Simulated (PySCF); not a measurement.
# C2H3NO2: the cost of one run

Computed with PySCF 2.14.0 and routines of our own; the level stands in each step. Atoms count from 0.

## 1. The system as given

8 atoms, charge 0, multiplicity 1; geometry from: GFN2-xTB.

## 2. Magnetic properties: GIAO BHandHLYP/pcSseg-1

Job settings and geometry (Å):

```
{"job": {"kind": "mag", "xc": "BHandHLYP", "basis": "pcSseg-1", "isotopologues": 2}, "charge": 0, "multiplicity": 1}
N     -1.079753     0.852631    -0.459097
C     -0.899186    -0.159080     0.244195
O      0.320262    -0.715416     0.466935
C      1.463218    -0.222032    -0.056230
O      1.607773     0.720955    -0.757221
H     -2.036207     1.172414    -0.549584
H     -1.643280    -0.759584     0.786448
H      2.276230    -0.880475     0.299990
```

With the program's defaults for keys left out, this is: GIAO BHandHLYP/pcSseg-1 magnetisability, rotational g tensor and spin-rotation constants, non-relativistic, gas phase.

Command:

```console
> OMP_NUM_THREADS=1 python excited_run.py task.json out
```

The driver reads the jobs from task.json and runs them one after another.

Q: Estimate the wall time and peak memory of this first job on 1 thread of Arm Neoverse V1, shared host.

About 7.2 s, with a peak of 0.45 GiB.
